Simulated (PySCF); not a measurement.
2,2,2-trifluoroethanol: full NMR table

| Quantity | Value |
| --- | --- |
| Formula | C2H3F3O |
| SMILES | OCC(F)(F)F |
| InChI | InChI=1S/C2H3F3O/c3-2(4,5)1-6/h6H,1H2 |
| Point group of the computed structure | C1 |
| Degrees of unsaturation | 0 |
| Carbon signals | 2 |
| Proton signals | 2 |

Bonds (- single, = double, # triple, : aromatic): O1-C2 1.387 Å, C2-C3 1.514 Å, C3-F4 1.344 Å, C3-F5 1.334 Å, C3-F6 1.329 Å. O1 carries H7; C2 carries H8, H9.

[PySCF 2.14.0 with density-fitted response routines: spin–spin couplings from B3LYP/pcJ-1; structure optimised with PBE0-D3(BJ)/def2-SVP; shielding tensors at HF/pcSseg-2 (GIAO); averaged over atoms made equivalent by symmetry, fast rotation or ring inversion; relativity neglected; a single conformation; no solvent]

Scale: ¹H and ¹³C against TMS; CFCl3 for ¹⁹F; ¹⁷O vs H2O (reference shieldings calculated alike).

| carbon | δC, type | δH (multiplicity, J in Hz) | HMBC from (abs. J ≥ 3 Hz) | span of the C tensor (ppm) |
| --- | --- | --- | --- | --- |
| C2 | 59.8, CH2 | 3.52 (q, 8.7) | – | 45 |
| C3 | 116.5, C | – | – | 13 |

Other nuclei:
| atoms | nucleus | environment | δ (ppm) | σ (ppm) |
| --- | --- | --- | --- | --- |
| H7 | ¹H | hydrogen on an alcohol oxygen | 1.46 | 30.23 |
| F4/F5/F6 | ¹⁹F | fluorine of a CF3 group | -61.9 | 307.2 |
| O1 | ¹⁷O | alcohol oxygen | -5.2 | 331.5 |

Selected couplings (Hz, signed; the shortest-range and largest first, 30 at most; isotopes ¹³C, ¹⁹F, ¹H): ¹J(C3,F4) -345.8, ¹J(C2,H8) 149.7, ¹J(C2,C3) 67.5, ²J(C2,F4) 37.0, ³J(F4,H8) 8.7.

- Carbon types of the structure: 1 × C, 1 × CH2, leaving 1 H on heteroatoms.
- δC 116.5: CF3 carbon; 3 electronegative neighbours deshield it.
- δC 59.8: sp3 CH2 bonded to O; deshielded by the electronegative neighbour.
- δH 3.52: hydrogen on an sp3 CH2 bonded to O; its carbon carries O, hence the downfield position.
- δH 1.46: hydrogen on an alcohol oxygen; exchangeable, gas-phase position.

OH and NH positions are those of a molecule without intermolecular hydrogen bonds; in solution they move with solvent, concentration and temperature, and exchange usually removes their couplings. Common functionals overestimate the size of one-bond C–F couplings by tens of Hz; these are unscaled. Multiplet labels drop couplings under 1 Hz and merge nearly equal ones. Shifts are as computed, not scaled to solution data. Of 1211 compounds with measured shifts, 218 miss one by over three times the rms of a fit or turn the order of signals round; such compounds aren't used in these exercises. Couplings to exchangeable protons are dropped. Unscaled 19F shifts against computed CFCl3 carry errors that often reach 10 to 50 ppm. Experimental scales use liquid or dissolved standards, which lie at an offset from isolated H2O (liquid H2O: subtract about 36 ppm).
